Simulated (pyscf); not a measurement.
PySCF, gas phase, ωB97X-D3(BJ)/def2-SVP geometries.

### Question
PBE/def2-TZVP puts the barrier of `[Cl][GeH]([Cl])[Cl]` + `[NH3]` -> `[NH2][Ge]([Cl])([Cl])[Cl]` + `[H][H]` (four-centre exchange; singlet surface; Ge–H, H–N broken, Ge–N, H–H formed) at 1.73 eV and the reaction energy at +0.08 eV, from the separated reactants. What do B3LYP-D3(BJ)/def2-TZVP, M06-2X/def2-TZVP, ωB97M-D3(BJ)/def2-TZVP give on the same structures?

### Answer
B3LYP-D3(BJ): ΔE‡ = 1.91 eV, ΔE = +0.02 eV; M06-2X: ΔE‡ = 1.86 eV, ΔE = -0.15 eV; ωB97M-D3(BJ): ΔE‡ = 1.97 eV, ΔE = +0.03 eV. PBE's barrier lies under all of them, by 0.13 to 0.23 eV. Its reaction energy lies over all of them, by 0.05 to 0.23 eV. Low barriers are usual for a GGA, whose delocalisation error favours stretched bonds. On the reactant side the descent ends in a complex (not fully relaxed), 0.26 eV under the separated species and 2.19 eV under the saddle at ωB97X-D3(BJ)/def2-TZVP. At the saddle there is also a short Ge–H contact that neither side keeps. This is the saddle that the search found; another between the same sides may lie lower. Elements up to Kr have no core potential and no relativistic terms here.
